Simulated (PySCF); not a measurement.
**Solver options tried on SiP⁺**

The same problem is solved with other solver options, one edit a run.

Program: PySCF 2.14.0. Level of theory: each script names its method and basis. These are calculated values, not measurements.

## Step 1: The starting structure

SiP⁺: 2 atoms, charge 1, spin multiplicity 1.

Bond lengths: Si1–P2 2.360 Å.

## Step 2: The run that the others are compared with

input.py reads:

```python
from pyscf import gto, scf

mol = gto.M(
    atom='Si 0 0 0; P 0 0 2.36',
    basis='lanl2dz',
    ecp={'Si': 'lanl2dz', 'P': 'lanl2dz'},
    charge=1,
    spin=0,
    verbose=4,
)
mf = scf.RHF(mol)
mf = mf.density_fit(auxbasis='def2-universal-jkfit')
mf.kernel()
mf.nuc_grad_method().kernel()
mf.dip_moment()
print('orbital energies (hartree):', mf.mo_energy[..., max(0, mol.nelec[1]-3):mol.nelec[0]+3].round(4))
```

Launch:

```console
> OMP_NUM_THREADS=1 python input.py
```

The log of this run is left out.

It gives: E(SCF) = -9.645776 Eh, 9 cycles, gradient on the second atom 0.0092 Eh/bohr.

The bond length is a typed value, not an optimised one. The dipole of an ion depends on the origin.

## Step 3: Level shift 0.5 hartree

Variant 1 changes level shift: none → 0.5 hartree.

input.py reads:

```python
from pyscf import gto, scf

mol = gto.M(
    atom='Si 0 0 0; P 0 0 2.36',
    basis='lanl2dz',
    ecp={'Si': 'lanl2dz', 'P': 'lanl2dz'},
    charge=1,
    spin=0,
    verbose=4,
)
mf = scf.RHF(mol)
mf = mf.density_fit(auxbasis='def2-universal-jkfit')
mf.level_shift = 0.5
mf.kernel()
mf.nuc_grad_method().kernel()
mf.dip_moment()
print('orbital energies (hartree):', mf.mo_energy[..., max(0, mol.nelec[1]-3):mol.nelec[0]+3].round(4))
```

Launch:

```console
> OMP_NUM_THREADS=1 python input.py
```

## Step 4: Point-group symmetry on

Variant 2 changes point-group symmetry: off → on.

Changes to input.py since step 2:

```diff
@@ -8,2 +8,3 @@
     spin=0,
+    symmetry=True,
     verbose=4,
```

**Question.** What will these runs give? Wanted: for each run, E(SCF); from base; gap.

As calculated:

```csv
run,E(SCF) (hartree),from base (eV),cycles,gap (eV)
base,-9.645776,0,9,6.85
level shift 0.5 hartree,-9.645776,0.0000,16,6.85
point-group symmetry on,-9.645776,0.0000,9,0.00
```

Distance from each run's final energy (log10 hartree) by cycle:

```csv
run,cycle 1,cycle 2,cycle 3,cycle 5,cycle 8,cycle 12
base,-1.1,-1.9,-2.7,-3.7,-9.8,done
level shift 0.5 hartree,-1.5,-2.6,-3.3,-4.5,-6.0,-7.8
point-group symmetry on,-1.1,-1.9,-2.7,-3.7,-9.8,done
```

**Reading.** The SCF energy stays the same, to the digits that matter, with level shift 0.5 hartree or point-group symmetry on. The base needs 9 cycles and the run with level shift 0.5 hartree needs 16.
